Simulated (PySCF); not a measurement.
Identify the unknown among the candidates.

All candidates are C4H8O2.

- Dipole: 0.00 D [PBE0/pcSseg-1]
- 1H NMR: chemical shifts (computed TMS as zero) by class: 3.71 (8 H) ppm [GIAO PBE0/pcSseg-1]
- Rotational structure: rotational constants A, B, C: 5.150, 4.676, 2.756 GHz [GFN2-xTB]
- NMR, other nuclei: isotropic shieldings of nuclei other than C and H, by class: 296 (2 O) ppm [GIAO PBE0/pcSseg-1]
- 13C NMR: chemical shifts (computed TMS as zero) by class: 71.2 (4 C) ppm [GIAO PBE0/pcSseg-1]

Electronic properties: PySCF, gas phase, density fitting. Levels stand in brackets. The structure is a single GFN2-xTB conformer in the gas phase; no vibrational or solvent corrections. NMR classes are plain means over equivalent atoms (diastereotopic ones count apart unless rotation or inversion swaps them), as if these changed places fast.

Question: Which candidate is it?
A. `OC[C@@H]1CCO1`
B. `C1COCCO1`
C. `C1COCOC1`
D. `CCO[C@H]1CO1`

Answer: B. It is `C1COCCO1`. Numbering: `[CH2:1]1[CH2:2][O:3][CH2:4][CH2:5][O:6]1`. Its formula, C4H8O2, gives 1 degree of unsaturation: 1 ring and 0 π bonds in the structure found. 4 carbons fall into 1 class: ring sp3 carbon bound to oxygen [C1/C2/C4/C5] (71.2 ppm, 4 C). All hydrogens form one class (3.71 ppm): methylene hydrogen. The other shieldings belong to: 296 ppm, cyclic ether oxygen [O3/O6]. The vanishing dipole is forced by symmetry. The optimised geometry has point group C2h and is an asymmetric top.

The others, at the same levels:
- `C1COCOC1` fails: it has 3 carbon classes against 1; its computed 13C shifts are 97.8 (1 C), 70.0 (2 C), 30.2 (1 C) ppm and 1H shifts are 5.02 (2 H), 3.95 (4 H), 1.52 (2 H) ppm.
- `CCO[C@H]1CO1` fails: it has 4 carbon classes against 1; its computed 13C shifts are 77.6 (1 C), 71.2 (1 C), 43.3 (1 C), 18.7 (1 C) ppm, 1H shifts are 4.13 (1 H), 4.10 (1 H), 3.71 (1 H), 2.59 (1 H), 2.36 (1 H), 1.31 (3 H) ppm and rotational constant A is 8.249 GHz (against 5.150 GHz).
- `OC[C@@H]1CCO1` fails: it has 4 carbon classes against 1; its computed 13C shifts are 85.0 (1 C), 70.4 (1 C), 68.1 (1 C), 24.1 (1 C) ppm, 1H shifts are 4.91 (1 H), 4.88 (1 H), 4.51 (1 H), 4.13 (1 H), 3.36 (1 H), 3.12 (1 H), 2.42 (1 H), 1.97 (1 H) ppm and rotational constant A is 6.620 GHz (against 5.150 GHz).

Each candidate is one conformer, not necessarily the lowest. Dipoles, sizes and rotational constants follow the conformer. The torsions of the flexible species, by atom-mapped SMILES:
- `[CH3:1][CH2:2][O:3][C@H:4]1[CH2:5][O:6]1`: C1–C2–O3–C4 74°, C2–O3–C4–C5 -154°
- `[OH:1][CH2:2][C@@H:3]1[CH2:4][CH2:5][O:6]1`: O1–C2–C3–C4 53°, H–O1–C2–C3 49°
